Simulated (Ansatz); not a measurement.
# [CHO2]− (formate(1-)) at 6 levels

We compute a comparison of 6 runs (B2PLYP/STO-3G, BHLYP/STO-3G, HSE06/STO-3G, UPBE/STO-3G, wB97X/STO-3G, FCI/STO-3G) of [CHO2]− (formate(1-)). 

The calculation is run with Ansatz 0.2.0.

8 further runs of the same task are left out: 5 that didn't finish, 3 set aside as unsound or not needed.

## Step 1: Starting point

[CHO2]− has 4 atoms, charge -1, and is taken as a singlet. SMILES: `O=C[O-]`. The C2–O1 distance was set to 1.868 Å, away from the relaxed value.

Bond lengths: C2–O3 1.246 Å, C2–H4 1.139 Å. Angles: O3–C2–H4 114.8°. A long bond or contact: O1–C2 1.868 Å.

## Step 2: A single-point energy at B2PLYP/STO-3G (run 1)

Input file run.yaml:

```yaml
crystal:
  periodic: [false, false, false]
  atoms:
    - symbol: O
      position_ang: [-1.771401, 0.042100, 0.623570]
    - symbol: C
      position_ang: [-0.008510, -0.020630, 0.007780]
    - symbol: O
      position_ang: [0.790720, -0.973690, -0.058790]
    - symbol: H
      position_ang: [0.401570, 0.973130, -0.367300]
basis:
  gaussian: {orbitals: STO-3G}
accuracy: high
total_charge: -1
magnetization: {spin_polarized: false, initial_magnetization: 0}
correlation: {frozen_orbitals: {C: 1, H: 0, O: 1}}
hamiltonian: {xc: {name: B2PLYP}}
```

On the command line:

```console
$ ansatz run run.yaml --threads 1 --pin off --max-ram 3480MiB --events-out events.jsonl --progress --plain --runs-dir runs
```

Output:

```text
Warning: RAYON_NUM_THREADS=1 ignored (pool sized by the plan → 1); use --threads N
Functional definition: B2PLYP
  name "B2PLYP"
  parameter a = 0.53
  parameter c = 0.27
  exchange = (1 - a)*b88_x + a*exact_x
  correlation = (1 - c)*lyp_c + c*(mp2_os + mp2_ss)
272 factors; integrals over basis functions are off by at most 4.4e-8 eV
mean field evaluation 1: about -5050.6117 eV, gradient 4.3e1 eV
mean field evaluation 2: about -5050.6115 eV, gradient 4.3e1 eV
mean field evaluation 4: about -5056.5846 eV, gradient 3.0e1 eV
mean field evaluation 8: about -5059.8664 eV, gradient 1.2e0 eV
mean field evaluation 16: about -5059.8691 eV, gradient 5.0e-5 eV
mean field evaluation 32: about -4972.6996 eV, gradient 3.9e1 eV
mean field -5059.86908862 eV, -185.9467593042 hartree, gradient 3.9e-8 eV, S^2 0.000000; 0 other end points of the search recorded, 0 dependent functions left out; unrestricted orbitals would lower it
3 core orbitals not correlated: weight in the atoms' cores, before any rotation towards them, 1.000 or more for the frozen orbitals, at most 0.000 for the correlated occupied ones
reference -5059.86910114 eV, -185.9467597645 hartree; 9, 9 occupied and 4, 4 virtual orbitals, 272 factors
second order -5.94045866 eV of doubles, -0.00000000 eV of singles
Total energy: -5061.47302498 eV, -186.0057028784 hartree
```

Run time: 0.65 s. Hardware: 1 thread of Intel Xeon 6975P-C (Granite Rapids), shared host.

## Step 3: The energy at BHLYP/STO-3G (run 2)

Input file molecule.yaml:

```yaml
crystal:
  periodic: [false, false, false]
  atoms:
    - symbol: O
      position_ang: [-1.771401, 0.042100, 0.623570]
    - symbol: C
      position_ang: [-0.008510, -0.020630, 0.007780]
    - symbol: O
      position_ang: [0.790720, -0.973690, -0.058790]
    - symbol: H
      position_ang: [0.401570, 0.973130, -0.367300]
basis:
  gaussian: {orbitals: STO-3G}
total_charge: -1
hamiltonian: {xc: {name: BHLYP}}
accuracy: high
```

On the command line:

```console
$ ansatz run molecule.yaml --threads 1 --pin off --max-ram 3480MiB --events-out events.jsonl --progress --plain --runs-dir runs
```

Output:

```text
Warning: RAYON_NUM_THREADS=1 ignored (pool sized by the plan → 1); use --threads N
Functional definition: BHLYP
  name "BHLYP"
  parameter a = 0.5
[... 1 set-up line as earlier in the session ...]
  correlation = lyp_c
272 factors; integrals over basis functions are off by at most 4.4e-8 eV
mean field evaluation 1: about -5056.9776 eV, gradient 4.3e1 eV
mean field evaluation 2: about -4955.9260 eV, gradient 1.7e2 eV
mean field evaluation 4: about -5065.6773 eV, gradient 6.9e0 eV
mean field evaluation 8: about -5066.0270 eV, gradient 1.1e-1 eV
mean field evaluation 16: about -5066.0487 eV, gradient 1.3e-4 eV
mean field -5066.04872492 eV, -186.1738567496 hartree, gradient 6.2e-8 eV, S^2 0.000000; 0 other end points of the search recorded, 0 dependent functions left out
reference -5066.04873828 eV, -186.1738572406 hartree; 12, 12 occupied and 4, 4 virtual orbitals, 272 factors
Total energy: -5066.04873828 eV, -186.1738572406 hartree
```

It took 0.42 s on 1 thread of Intel Xeon 6975P-C (Granite Rapids), shared host.

Runs 3 to 5 aren't shown in full; the table further down has their settings and results.

## Step 4: The energy at FCI/STO-3G (run 6)

Input file in.yaml:

```yaml
crystal:
  periodic: [false, false, false]
  atoms:
    - {symbol: O, position_ang: [-1.771401, 0.042100, 0.623570]}
    - {symbol: C, position_ang: [-0.008510, -0.020630, 0.007780]}
    - {symbol: O, position_ang: [0.790720, -0.973690, -0.058790]}
    - {symbol: H, position_ang: [0.401570, 0.973130, -0.367300]}
basis:
  gaussian:
    orbitals: STO-3G
total_charge: -1
correlation:
  method: fci
  frozen_orbitals: {C: 1, H: 0, O: 1}
accuracy: high
```

On the command line:

```console
$ ansatz run in.yaml --threads 1 --pin off --max-ram 3480MiB --events-out events.jsonl --progress --plain --runs-dir runs
```

Output, cut to the lines that bear on the results:

```text
Warning: RAYON_NUM_THREADS=1 ignored (pool sized by the plan → 1); use --threads N
Functional definition: HF
  name "HF"
[...]
272 factors; integrals over basis functions are off by at most 4.4e-8 eV
[...]
mean field -5042.80773626 eV, -185.3197661696 hartree, gradient 1.6e-8 eV, S^2 0.000000; 0 other end points of the search recorded, 0 dependent functions left out; unrestricted orbitals would lower it
[...]
3 core orbitals not correlated: weight in the atoms' cores, before any rotation towards them, 1.000 or more for the frozen orbitals, at most 0.000 for the correlated occupied ones
reference -5042.80773626 eV, -185.3197661696 hartree; 9, 9 occupied and 4, 4 virtual orbitals, 272 factors
state -5047.98169268 eV, -185.5099055611 hartree
Total energy: -5047.98169268 eV, -185.5099055611 hartree
```

It took 2 s on 1 thread of Intel Xeon 6975P-C (Granite Rapids), shared host; peak memory 0.11 GiB.

## Step 5: The series

| run | level | frozen core orbitals | energy (Eh) | wall time |
| --- | --- | --- | --- | --- |
| 1 | B2PLYP/STO-3G | 3 | -186.005703 | 0.65 s |
| 2 | BHLYP/STO-3G | – | -186.173857 | 0.42 s |
| 3 | HSE06/STO-3G | – | -186.084273 | 0.56 s |
| 4 | UPBE/STO-3G | – | -186.098012 | 0.91 s |
| 5 | wB97X/STO-3G | – | -186.235208 | 1.8 s |
| 6 | FCI/STO-3G | 3 | -185.509906 | 2 s |

## Step 6: Summary of results

| quantity | value |
| --- | --- |
| run 6: total energy | -185.50991 Eh |
| run 6: correlation energy (3 core orbitals frozen) | -190.1 mEh |

Totals of different functionals can't be ranked against each other. In run 1 the log says that unrestricted orbitals would lower the reference, so the values rest on an unstable closed-shell determinant (other closed-shell runs at this shape may share the fault). In runs 1, 2, 3, 4, 5, 6 the basis is minimal, so the values are rough. All runs together took 6.4 s, the longest 2 s.
